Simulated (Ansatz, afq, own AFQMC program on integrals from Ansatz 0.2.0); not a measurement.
## GeH4 + CH2, triplet: a scan with AFQMC

```yaml
atoms:
  - { symbol: Ge, position_ang: [-0.4780, 0.0000, 0.0000] }
  - { symbol: H, position_ang: [-0.9894, 1.4466, 0.0000] }
  - { symbol: H, position_ang: [-0.9894, -0.7233, 1.2528] }
  - { symbol: H, position_ang: [-0.9894, -0.7233, -1.2528] }
  - { symbol: H, position_ang: [1.0564, 0.0000, 0.0000] }
  - { symbol: C, position_ang: [2.5530, 0.0000, 0.0000] }
  - { symbol: H, position_ang: [2.9675, 0.0000, 0.9962] }
  - { symbol: H, position_ang: [2.9675, 0.0000, -0.9962] }
```

A hydrogen atom is moved from one rigid fragment to the other; the Ge1–H5 distance tells how far. The two fragments are held close together, so this isn't a minimum-energy path and the start is a compressed complex. Energies in kcal/mol count from this geometry (1.534 Å) at the same level; the start stands on UHF, each point on the determinant named.

Basis cc-pVDZ. Only valence electrons are correlated. AFQMC by an in-house program on the Cholesky factors that Ansatz 0.2.0 writes for its CCSD(T) run. ph-AFQMC/CISD is guided by a CISD state made of CCSD amplitudes; releasing the constraint for a short imaginary time cuts its bias at the price of noise, slowly where states lie close. Uncertainties: one standard error, sampling alone. No spin–orbit coupling.

Cautions, each for one point or more: inner d shell frozen; lower spins were not checked; no relativity below Rb; no spin-orbit coupling.

| r(Ge1–H5) / Å | det. | T1 | weight | ⟨S²⟩ | CCSD(T) | ph-AFQMC/CISD | released AFQMC | CCSDT(Q) | PBE | MP2 |
| --- | --- | --- | --- | --- | --- | --- | --- | --- | --- | --- |
| 1.651 | UHF | 0.015 | 0.87 | 2.04 | -4.9 | -4.8 ± 0.1 | -4.8 ± 0.1 | -4.9 | -6.3 | -4.7 |
| 1.709 | UHF | 0.014 | 0.87 | 2.04 | -7.7 | -7.7 ± 0.1 | -7.7 ± 0.1 | -7.7 | -9.2 | -7.6 |
| 1.767 | UHF | 0.013 | 0.87 | 2.04 | -10.7 | -10.6 ± 0.1 | -10.7 ± 0.1 | -10.7 | -11.9 | -10.9 |
| 1.825 | UHF | 0.012 | 0.87 | 2.03 | -13.6 | -13.4 ± 0.1 | -13.5 ± 0.09 | -13.6 | -14.2 | -14.2 |
| 1.941 | UHF | 0.011 | 0.88 | 2.02 | -16.5 | -16.5 ± 0.1 | – | -16.4 | -15.5 | -17.7 |

Weight is that of the determinant in the CISD state; at the start T1 is 0.014 and the weight 0.87, and ⟨S²⟩ is 2.03. A dash marks a missing value, a released energy that hasn't settled or a functional that sits on another state. Largest departures from CCSDT(Q), at the points where its series has closed: CCSD(T) -0.1 kcal/mol at 1.941 (on UHF), ph-AFQMC/CISD 0.1 kcal/mol at 1.651 (on UHF) (within the noise), released AFQMC 0.1 kcal/mol at 1.651 (on UHF) (within the noise), PBE -1.4 kcal/mol at 1.709, MP2 -1.3 kcal/mol at 1.941 (on UHF). Functionals count only at points shown to share the start's state and spin. In this small basis the wave-function levels are far from their limit, so their gap to the functionals isn't the functionals' error.

Some points may be missing: those where a free walk finds a much lower state, and past Zn most of those on another determinant than at the start.

CCSDT and higher add their correlation energy to the determinant of the CCSD(T) run, since their own runs factorise the integrals more tightly (a shift of under 2 meV). A walk keeps the symmetry of its determinant, which the program's search chose and which needn't be the lowest solution, so a lower state of the same spin and another symmetry isn't excluded. Released energies are given only where the last usable release times agree within the noise; a slower fall can still hide under it.
